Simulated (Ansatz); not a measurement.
Basis-set series for CH₅FNPS (`FC(S)NP`). Total charge 0; spin multiplicity 1. Geometry: relaxed with PBE0-D4/def2-TZVP. It is one conformer, not always the lowest.

Cartesian coordinates in Å:
```
F -0.527 -1.337 -1.113
C -0.635 -0.562 0.042
S -0.708 -1.666 1.478
N 0.446 0.309 0.213
P 0.439 1.819 -0.591
H -1.559 0.009 -0.067
H -1.532 -2.559 0.908
H 1.316 -0.156 0.430
H 1.314 2.515 0.282
H 1.446 1.629 -1.581
```

| functional | basis | functions | energy (Eh) | HOMO (eV) | LUMO (eV) |
| --- | --- | --- | --- | --- | --- |
| PBE0-D4 | def2-TZVPP | 247 | -934.88639 | -7.38 | -0.19 |
| PBE0-D4 | def2-QZVPP | 461 | -934.92013 | -7.42 | -0.36 |
| ωB97M-V | def2-TZVPP | 247 | -935.24498 | -9.61 | 1.66 |
| ωB97M-V | def2-QZVPP | 461 | -935.27705 | -9.66 | 1.29 |

(1) Give the rows for def2-SVP. (An estimate is asked.)

## Answers

(1) The calculation gave: 
| functional | basis | functions | energy (Eh) | HOMO (eV) | LUMO (eV) |
| --- | --- | --- | --- | --- | --- |
| PBE0-D4 | def2-SVP | 103 | -934.39368 | -7.18 | 0.34 |
| ωB97M-V | def2-SVP | 103 | -934.74649 | -9.40 | 2.34 |

Positive LUMOs are unbound and depend on the basis.

Computed with Ansatz.
